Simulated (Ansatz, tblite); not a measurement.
**The cluster PbCl₂: a ladder of methods and basis sets**

How do method and basis change the picture of the cluster PbCl₂ (singlet)?

Program: Ansatz 0.2.0, Gaussian basis. Level of theory: as each input shows. These are calculated values, not measurements.

The runs, in order: GFN1-xTB, GFN2-xTB, PBE-D4/def2-TZVP, r2SCAN-D4/def2-TZVP, BLYP-D4/def2-TZVP, r2SCAN0-D4/def2-TZVP, B97M-V/def2-TZVP, BHLYP-D4/def2-TZVP, revPBE-D4/def2-TZVP, PBE+5HF/def2-TZVP, PBE+10HF/def2-TZVP, PBE+15HF/def2-TZVP, PBE+35HF/def2-TZVP, PBE+50HF/def2-TZVP, PBE-D4/def2-SVP, PBE0-D4/def2-SVP, PBE0-D4/def2-TZVPD, PBE-D4/def2-TZVPD, r2SCAN-D4/def2-TZVPD, CCSD(T)/def2-TZVPP, MP2/def2-TZVP, RPA/def2-TZVP.

## Step 1: The structure

The singlet was relaxed beforehand with PBE0-D4/def2-TZVP. At that level it is the lowest of the isomers that a small search found.

3 atoms, charge 0, spin multiplicity 1.

Bond lengths: Pb1–Cl2 2.456 Å, Pb1–Cl3 2.456 Å. Angles: Cl2–Pb1–Cl3 99.3°.

Pb takes a core potential in the def2 sets. No spin-orbit coupling is included.

PBE0-D4/def2-TZVP was run before; its log isn't repeated, and its numbers join the tables.

## Step 2: GFN1-xTB

Tight binding, by tblite at 300 K electronic temperature and without a spin-polarisation term:

```python
tblite.interface.Calculator('GFN1-xTB', numbers, positions, charge=0, uhf=0).singlepoint()
```

Energy -278.3763 eV, HOMO -12.06 eV, LUMO -8.59 eV; 0.002 s.

## Step 3: GFN2-xTB

Tight binding, by tblite at 300 K electronic temperature and without a spin-polarisation term:

```python
tblite.interface.Calculator('GFN2-xTB', numbers, positions, charge=0, uhf=0).singlepoint()
```

Energy -312.7598 eV, HOMO -11.29 eV, LUMO -8.51 eV; 0.002 s.

## Step 4: PBE-D4/def2-TZVP

start.molden holds the orbitals of an earlier run on this state, given as this run's starting guess.

Input file in.yaml:

```yaml
crystal:
  periodic: [false, false, false]
  atoms:
    - {symbol: Pb, position_ang: [0.221540, 0.946709, 0.422781]}
    - {symbol: Cl, position_ang: [-1.418309, 0.315791, -1.293263]}
    - {symbol: Cl, position_ang: [1.196769, -1.262500, 0.870492]}
basis:
  gaussian: {orbitals: def2-TZVP, initial_orbitals: start.molden}
hamiltonian: {xc: pbe, dispersion: d4}
scf: {omitted_lower_state_checks: [starts]}
output: {orbitals: {seedname: orbitals}}
```

Run with:

```console
$ ansatz run in.yaml --threads 4 --pin off --events-out ev --progress --plain --max-ram 3916MiB
```

Further steps of the session: r2SCAN-D4/def2-TZVP; BLYP-D4/def2-TZVP; r2SCAN0-D4/def2-TZVP; B97M-V/def2-TZVP; BHLYP-D4/def2-TZVP; revPBE-D4/def2-TZVP; PBE+5HF/def2-TZVP; PBE+10HF/def2-TZVP; PBE+15HF/def2-TZVP; PBE+35HF/def2-TZVP; PBE+50HF/def2-TZVP; PBE-D4/def2-SVP; PBE0-D4/def2-SVP; PBE0-D4/def2-TZVPD; PBE-D4/def2-TZVPD; r2SCAN-D4/def2-TZVPD; CCSD(T)/def2-TZVPP; MP2/def2-TZVP; RPA/def2-TZVP.

**Question.** What will the summary of the whole plan be? Wanted: gap in def2-TZVP, named functionals, smallest and largest; gap over the share of exact exchange; correlation energy, CCSD(T)/def2-TZVPP; correlation energy, MP2/def2-TZVP; binding an atom, CCSD(T)/def2-TZVPP; PBE0 total energy, smallest basis above largest.

The runs gave:

| quantity | value |
| --- | --- |
| gap in def2-TZVP, named functionals, smallest and largest | 3.17 eV (BLYP-D4), 6.71 eV (BHLYP-D4) |
| gap over the share of exact exchange | 3.27 eV at 0, 6.88 eV at 0.5 |
| correlation energy, CCSD(T)/def2-TZVPP | -21.59 eV |
| correlation energy, MP2/def2-TZVP | -20.68 eV |
| binding an atom, CCSD(T)/def2-TZVPP | 2.467 eV |
| PBE0 total energy, smallest basis above largest | 8.96 eV (def2-SVP, def2-TZVPD) |

What this shows: Orbital gaps of the named functionals in def2-TZVP span 3.17 eV (BLYP-D4) to 6.71 eV (BHLYP-D4); exact exchange widens it. Raising the share of exact exchange from 0 to 0.5 moves the HOMO by -2.32 eV and the LUMO by +1.29 eV. The functionals in def2-TZVP miss CCSD(T)/def2-TZVPP by -0.012 (BHLYP-D4) to +0.310 eV (B97M-V) an atom. The reference is CCSD(T) in one finite basis, so it carries an error of its own, often a tenth of an eV or more, and near misses can't be ranked.
